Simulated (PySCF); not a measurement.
CHO, SMILES [CH]=O, multiplicity 2. Atoms are numbered in the order given.

```xyz
3

C     -0.1728    -0.5577     0.0000
O      0.0536     0.5890     0.0000
H      0.6079    -1.3663     0.0000
```
Charge 0, spin multiplicity 2.

The structure is a stationary point at PBE0-D3(BJ)/def2-TZVPD. The isomer is the one that the SMILES or the coordinates give; other isomers of the formula were not compared.

These are M06-2X/def2-TZVPD run with PySCF values and carry that method's errors.

Mulliken values depend strongly on the basis, most of all with diffuse functions as here. ESP charges are fitted to the potential on shells at 1.4 to 2.0 van der Waals radii. Atomic charges (e):

| atom | meta-Löwdin | ESP fit | Mulliken | Mulliken spin |
|---|---|---|---|---|
| C1 | ? | -0.06 | 0.08 | 0.60 |
| O2 | ? | -0.14 | -0.22 | 0.27 |
| H3 | ? | 0.20 | 0.14 | 0.14 |

Question: Complete the blanks. (An estimate is asked for; the answer gives what the named calculation found.)

Answer: 
- C1, meta-Löwdin: 0.13
- O2, meta-Löwdin: -0.25
- H3, meta-Löwdin: 0.12
